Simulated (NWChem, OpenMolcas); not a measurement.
**CH7AlSi: a line through the functionals**

CH7AlSi: 10 atoms, total charge 0, spin state singlet. As SMILES, `[CH3][AlH][SiH3]`. The shape is that of a PBE0-D4/def2-TZVP optimisation.

The dipole moment y, in D, basis cc-pVDZ; a is the functional's share of exact exchange. Programs: NWChem 7.3.0, OpenMolcas 26.06.

| functional | program | a | y (D) |
| --- | --- | --- | --- |
| TPSS | OpenMolcas | 0 | 1.16 |
| PBE | OpenMolcas | 0 | 1.16 |
| B3LYP | NWChem | 0.2 | 1.12 |
| PBE0 | NWChem | 0.25 | ? |
| BHLYP | OpenMolcas | 0.5 | 1.10 |

Task: Fit y = c + s·a to the known rows and predict PBE0.

Result: 
1. Means of the 4 rows: a = 0.1750, y = 1.135.
2. Σ(Δa)² = 0.1675, Σ(Δa·Δy) = -0.0205, so the slope is -0.0205/0.1675 = -0.12239.
3. Intercept: 1.135 − (-0.12239) × 0.1750 = 1.156. The largest residual of the fit is 0.012.
4. PBE0: 1.156 + (-0.12239) × 0.25 = 1.13 D.

The run gave 1.14 D, so the prediction is off by -0.01 D, at the rounding of the table.
